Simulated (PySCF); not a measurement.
**Atomic charges against the basis set**

C₅H₉F.
Atom-mapped SMILES: `[CH3:1]/[CH:2]=[CH:3]\[C@H:4]([CH3:5])[F:6]` (hydrogens: H7, H8, H9 on C1; H10 on C2; H11 on C3; H12 on C4; H13, H14, H15 on C5)

PBE0 throughout (PySCF), one geometry, spherical d and f functions. Isolated species at its PBE0-D3(BJ)/def2-SVP geometry (one conformer only). Atoms taken as equivalent share a column and are averaged. The first 7 of 11 kinds of atom are listed.

Mulliken charges (e):

| basis | functions | C1 | C2 | C3 | C4 | C5 | F6 | H7/H8/H9 |
| --- | --- | --- | --- | --- | --- | --- | --- | --- |
| STO-3G | 39 | -0.242 | -0.080 | -0.099 | +0.038 | -0.243 | -0.120 | +0.087 |
| 6-31G | 72 | -0.551 | -0.122 | -0.142 | +0.107 | -0.505 | -0.356 | +0.181 |
| 6-31G* | 102 | -0.579 | -0.128 | -0.178 | +0.202 | -0.560 | -0.362 | +0.188 |
| def2-SVP | 129 | -0.027 | -0.127 | -0.102 | +0.199 | -0.062 | -0.286 | +0.052 |
| pcSseg-1 | 147 | -0.238 | -0.203 | -0.183 | +0.155 | -0.267 | -0.343 | +0.128 |
| 6-311+G(2d,p) | 216 | -0.657 | -0.024 | +0.002 | +0.315 | -0.602 | -0.268 | +0.150 |
| def2-TZVP | 240 | -0.334 | -0.125 | -0.178 | +0.168 | -0.362 | -0.230 | +0.127 |

IAO charges (e):

```csv
basis,functions,C1,C2,C3,C4,C5,F6,H7/H8/H9
STO-3G,39,-0.401,-0.131,-0.160,+0.027,-0.409,-0.143,+0.139
6-31G,72,-0.440,-0.133,-0.177,+0.155,-0.446,-0.318,+0.154
6-31G*,102,-0.419,-0.130,-0.172,+0.186,-0.427,-0.325,+0.146
def2-SVP,129,-0.410,-0.128,-0.171,+0.187,-0.416,-0.329,+0.144
pcSseg-1,147,-0.419,-0.134,-0.176,+0.186,-0.424,-0.335,+0.148
"6-311+G(2d,p)",216,-0.431,-0.136,-0.179,+0.186,-0.437,-0.344,+0.152
def2-TZVP,240,-0.431,-0.136,-0.179,+0.190,-0.438,-0.343,+0.151
```

Some averages cover members that differ in this geometry, most widely: H7/H8/H9, Mulliken in 6-311+G(2d,p) +0.131 to +0.161 e.

Problem. Which scheme is steadiest as the basis changes?

Solution. Largest range over the bases for any column: IAO 0.20 e, Mulliken 0.63 e. IAO charges move least and Mulliken charges most, counted in e. Without the minimal STO-3G basis the ranges are IAO 0.03, Mulliken 0.63 e.

Problem. How much do the charges still move between the two largest bases, 6-311+G(2d,p) and def2-TZVP?

Solution. At most, over all atoms: Mulliken 0.322 e, IAO 0.004 e.

Problem. What do the same runs give for the total energy, the frontier levels and the dipole moment?

Solution. 
```tsv
basis	energy (Eh)	HOMO (eV)	LUMO (eV)	μ (D)
STO-3G	-291.6552	-4.86	3.44	1.21
6-31G	-295.3630	-7.18	0.58	2.38
6-31G*	-295.4240	-7.09	0.61	1.98
def2-SVP	-295.2160	-7.31	0.34	2.13
pcSseg-1	-295.4014	-7.39	0.21	2.25
6-311+G(2d,p)	-295.5231	-7.38	0.06	2.28
def2-TZVP	-295.5477	-7.35	0.18	2.17
```

The dipole is fixed by the density alone, so its range of 1.17 D shows that the density itself changes with the basis, not only its division among atoms.
